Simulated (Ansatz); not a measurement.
# AlH3 (singlet): B3LYP, wB97M-V, B2PLYP over a scan of the scale of all distances, cc-pVDZ

Aim: run AlH3 (singlet) with these functionals over a scan of the scale of all distances, and hold them against the top wave-function level at the same points.

The runs use Ansatz 0.2.0, Gaussian basis; cc-pVDZ, all electrons in the functionals, frozen cores in the correlation of double hybrids and RPA.

To be run: B3LYP, wB97M-V, B2PLYP, at 0.878; 1.000; 1.106; 1.325; 1.487; 1.721; 2.012; 2.385.

20 further runs of the same task are left out: 10 for a known fault of the program, 8 that didn't finish, 2 set aside as unsound or not needed.

### 1 The geometry

The geometry derives from a PBE0/def2-TZVP stationary point (not a proven minimum). All distances are scaled together.

4 atoms, charge 0, spin multiplicity 1.

Atoms are counted from 1 here; the program's logs count them from 0.

Bond lengths: Al1–H2 1.586 Å, Al1–H3 1.586 Å, Al1–H4 1.586 Å. Angles: H2–Al1–H3 120.0°, H2–Al1–H4 120.0°, H3–Al1–H4 120.0°.

No dispersion term is added; wB97M-V holds VV10 nonlocal correlation. B3LYP takes the VWN-RPA correlation.

The geometry shown and the zero of energy belong to the point 1.000. The yardstick, FCI, and other wave-function levels (R restricted, U unrestricted, valence and pair active spaces) come from earlier runs.

### 2 B3LYP, 0.878

File in.yaml:

```yaml
crystal:
  periodic: [false, false, false]
  atoms:
    - {symbol: Al, position_ang: [0.000000, 0.000000, 0.000000]}
    - {symbol: H, position_ang: [1.392311, 0.013215, -0.000073]}
    - {symbol: H, position_ang: [-0.707600, 1.199167, -0.002450]}
    - {symbol: H, position_ang: [-0.684711, -1.212382, 0.002522]}
basis:
  gaussian: {orbitals: cc-pVDZ}
hamiltonian: {xc: {name: B3LYP}}
```

On the command line:

```
$ ansatz run in.yaml --threads 1 --pin off --events-out ev --progress --plain --max-ram 2393MiB
```

Further steps of the session: B3LYP, 1.000; B3LYP, 1.106; B3LYP, 1.325; B3LYP, 1.487; B3LYP, 1.721; B3LYP, 2.012; B3LYP, 2.385; wB97M-V, 0.878; wB97M-V, 1.000; wB97M-V, 1.106; wB97M-V, 1.325; wB97M-V, 1.487; wB97M-V, 1.721; wB97M-V, 2.012; wB97M-V, 2.385; B2PLYP, 0.878; B2PLYP, 1.000; B2PLYP, 1.106; B2PLYP, 1.325; B2PLYP, 1.487; B2PLYP, 1.721; B2PLYP, 2.012; B2PLYP, 2.385.

**Question.** What will the summary of the whole plan be? Wanted: span of the FCI curve; largest miss, B3LYP; largest miss, wB97M-V; largest miss, B2PLYP.

As calculated:

```
             quantity                   value
span of the FCI curve          190.8 kcal/mol
  largest miss, B3LYP   +5.6 kcal/mol (2.385)
largest miss, wB97M-V  +16.2 kcal/mol (1.721)
 largest miss, B2PLYP  +11.7 kcal/mol (1.721)
```

What this shows: Of the functionals, B3LYP keep the smallest largest miss at the points compared (at most 5.6 kcal/mol) and wB97M-V strays most (16.2 kcal/mol, at 1.721). B3LYP, wB97M-V, B2PLYP clearly break the spin symmetry at some points (⟨S²⟩ up to 1.82 above the pure value), so energy there is bought with a mixed spin. Functionals and the yardstick converge differently with the basis, so part of each miss in cc-pVDZ is the basis.
